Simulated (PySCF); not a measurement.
# Basis-set dependence of population analyses: `CS(=O)(=O)Cl`

Species: CH3ClO2S.
Geometry (PBE0-D3(BJ)/def2-SVP, Å), atoms numbered from 1 in this order:
```xyz
8
CH3ClO2S angstrom
C     -0.034    2.481    1.740
S      1.706    2.137    1.813
O      2.166    1.719    0.509
O      1.993    1.379    3.009
Cl     2.419    4.086    2.128
H     -0.343    2.900    2.704
H     -0.213    3.174    0.910
H     -0.514    1.509    1.556
```

PBE0 throughout (PySCF), one geometry, spherical d and f functions. Geometry: PBE0-D3(BJ)/def2-SVP; no solvent, vibrations or thermal averaging. Atoms taken as equivalent share a column and are averaged.

Mulliken charges (e):

| basis | functions | C1 | S2 | O3/O4 | Cl5 | H6/H7/H8 |
| --- | --- | --- | --- | --- | --- | --- |
| STO-3G | 36 | -0.345 | +1.104 | -0.390 | -0.352 | +0.124 |
| 6-31G | 59 | -0.741 | +1.044 | -0.523 | -0.081 | +0.275 |
| 6-31G* | 84 | -0.732 | +1.059 | -0.474 | -0.164 | +0.261 |
| def2-SVP | 93 | -0.116 | +0.741 | -0.410 | -0.159 | +0.118 |
| 6-311+G(2d,p) | 169 | -0.486 | +0.737 | -0.396 | -0.106 | +0.216 |
| def2-TZVP | 185 | -0.358 | +0.745 | -0.374 | -0.158 | +0.173 |

IAO charges (e):

| basis | functions | C1 | S2 | O3/O4 | Cl5 | H6/H7/H8 |
| --- | --- | --- | --- | --- | --- | --- |
| STO-3G | 36 | -0.549 | +1.419 | -0.509 | -0.354 | +0.167 |
| 6-31G | 59 | -0.608 | +1.655 | -0.704 | -0.273 | +0.211 |
| 6-31G* | 84 | -0.620 | +1.939 | -0.801 | -0.300 | +0.194 |
| def2-SVP | 93 | -0.604 | +1.939 | -0.802 | -0.296 | +0.188 |
| 6-311+G(2d,p) | 169 | -0.631 | +1.997 | -0.830 | -0.296 | +0.197 |
| def2-TZVP | 185 | -0.639 | +2.029 | -0.840 | -0.299 | +0.196 |

Which scheme is steadiest as the basis changes?

Largest range over the bases for any column: IAO 0.61 e, Mulliken 0.63 e. IAO charges move least and Mulliken charges most, counted in e. Without the minimal STO-3G basis the ranges are IAO 0.37, Mulliken 0.63 e.

How much do the charges still move between the two largest bases, 6-311+G(2d,p) and def2-TZVP?

At most, over all atoms: Mulliken 0.128 e, IAO 0.033 e.

What do the same runs give for the total energy, the frontier levels and the dipole moment?

| basis | energy (Eh) | HOMO (eV) | LUMO (eV) | μ (D) |
| --- | --- | --- | --- | --- |
| STO-3G | -1036.0296 | -5.19 | 1.12 | 3.74 |
| 6-31G | -1047.8595 | -9.37 | -2.82 | 4.69 |
| 6-31G* | -1048.1556 | -9.09 | -1.86 | 3.91 |
| def2-SVP | -1047.7754 | -8.99 | -1.67 | 3.82 |
| 6-311+G(2d,p) | -1048.3146 | -9.22 | -2.03 | 3.91 |
| def2-TZVP | -1048.3565 | -9.20 | -1.81 | 3.80 |

The dipole is fixed by the density alone, so its range of 0.95 D shows that the density itself changes with the basis, not only its division among atoms.
